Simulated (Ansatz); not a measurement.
Input file:

```yaml
crystal:
  periodic: [false, false, false]
  atoms:
    - {symbol: Al, position_ang: [0.000000, 0.002489, -0.118619]}
    - {symbol: H, position_ang: [0.000000, -0.382304, 1.922431]}
    - {symbol: H, position_ang: [0.000000, 0.310696, 1.922431]}
    - {symbol: H, position_ang: [-0.000002, 1.539424, -0.334770]}
    - {symbol: H, position_ang: [0.000002, -1.534446, -0.334771]}
basis:
  gaussian: {orbitals: cc-pVDZ}
total_charge: 1
hamiltonian: {pseudopotentials: {relativity: scalar}}
correlation: {active_space: {window: {electrons: 2, orbitals: 2}}}
accuracy: high
```

```sh
$ ansatz run in.yaml --threads 1 --pin off --events-out ev --progress --plain --max-ram 2393MiB
```

The program prints:

```
808 factors; integrals over basis functions are off by at most 3.8e-9 eV
mean field evaluation 1: about -6647.5155 eV, gradient 8.6e0 eV
mean field evaluation 2: about -6647.5142 eV, gradient 8.6e0 eV
mean field evaluation 4: about -6647.9665 eV, gradient 1.7e-1 eV
mean field evaluation 8: about -6647.9663 eV, gradient 2.5e-4 eV
mean field -6647.96632796 eV, -244.3082563992 hartree, gradient 9.6e-9 eV, S^2 0.000000; 0 other end points of the search recorded, 0 dependent functions left out
reference -6647.96632796 eV, -244.3082563992 hartree; 8, 8 occupied and 30, 30 virtual orbitals, 808 factors
state -6648.39510993 eV, -244.3240138460 hartree
2 active orbitals were swapped for others, from the solution at -6648.38655935 eV, -244.3236996179 hartree to that at -6648.39510993 eV, -244.3240138460 hartree; typed "places" are swapped only where nearly empty or full, and so, without "given_window_search", are "orbital_numbers", "shells" and a window whose orbitals a file names under [Active]
Total energy: -6648.39510993 eV, -244.3240138460 hartree
Relativity: scalar
```

Natural occupations: 1.9820 0.0180.

Ran on 1 thread of Arm Neoverse V1, shared host: 1.5 s wall, 0.08 GiB peak host memory.
